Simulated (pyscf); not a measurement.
Optimised with ωB97X-D3(BJ)/def2-SVP in PySCF. MP2 and CC: frozen core, UHF for open shells. ΔMP2 is the change of the MP2 total energy from the triple- to the quadruple-zeta basis.

SMILES: CB=N
```xyz
7

C     -1.4197    -1.4075    -0.8478
B      0.0944    -1.2504    -0.5654
N      1.3118    -1.1244    -0.3392
H     -1.6515    -1.1321    -1.8881
H     -1.7392    -2.4487    -0.6880
H     -2.0094    -0.7601    -0.1808
H      2.2878    -1.0235    -0.1577
```
Charge 0, spin multiplicity 1.

### Question
How much does it cost (ΔH, 298 K, CCSD(T)/def2-TZVPP + ΔMP2(QZVPP)) to split H₃C–B=NH (SMILES CB=N) at its B–C bond into CH₃• + [B=NH]•?

### Answer
B–C to CH₃• + [B=NH]•: 4.84 eV. The radicals are drawn with the spin at the cut bond; how far it spreads was not checked. The CCSD(T) − MP2 part came from Ansatz, without density fitting, on the same reference. The term symbol of open-shell B=NH was not checked; spin-orbit terms are left out.
